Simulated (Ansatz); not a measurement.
We consider hcp Tc, described by revPBE in Ansatz (PAW).

Numerical settings: plane-wave cutoff 520 eV, 24×24×12 k mesh (along the axes of the cell as run), Fermi–Dirac smearing 0.05 eV, no spin polarisation, scalar-relativistic PAW data made under PBE.

Shape and atoms are relaxed at each volume.

Pressure at four volumes; x = ln(V/14.575 Å³). One pressure is withheld.

| V (Å³/atom) | x | P (GPa) |
|---|---|---|
| 13.992 | -0.0408 | 12.98 |
| 14.575 | 0.0000 | 0.00 |
| 14.866 | 0.0198 | -5.49 |
| 15.158 | 0.0392 | ? |

**Question.** Pass a parabola P(x) through the three rows shown, estimate the bulk modulus and its pressure derivative near zero pressure, and predict the withheld pressure.

**Answer.** Slopes between the rows: (0.00 − (12.98))/(0.0000 − (-0.0408)) = -318.14 and (-5.49 − (0.00))/(0.0198 − (0.0000)) = -277.27 GPa. Their difference over the span 0.0606 is c = 40.87/0.0606 = 674.4 GPa, so P(x) = 12.98 + (-318.14)(x − (-0.0408)) + 674.4 (x − (-0.0408))(x − (0.0000)). At the middle row B = −dP/dx = −[-318.14 + 674.4 × 0.0408] = 290.6 GPa, and B′ = dB/dP = 2c/B = 4.6. At x = 0.0392 the parabola gives -10.36 GPa; the run gives -10.40 GPa. The Birch–Murnaghan fit to the energies at all volumes has B0 = 290 GPa and B′ = 4.5.

Measured, for comparison: bulk modulus 303 GPa (zero-point energy and finite temperature contributions removed; as tabulated in doi:10.1021/acs.jctc.3c00612). Computed (rounded) less measured: bulk modulus -4 %.

Note: the bulk modulus comes from volumes at which shape and atoms were relaxed.

Ansatz is a first-principles code.
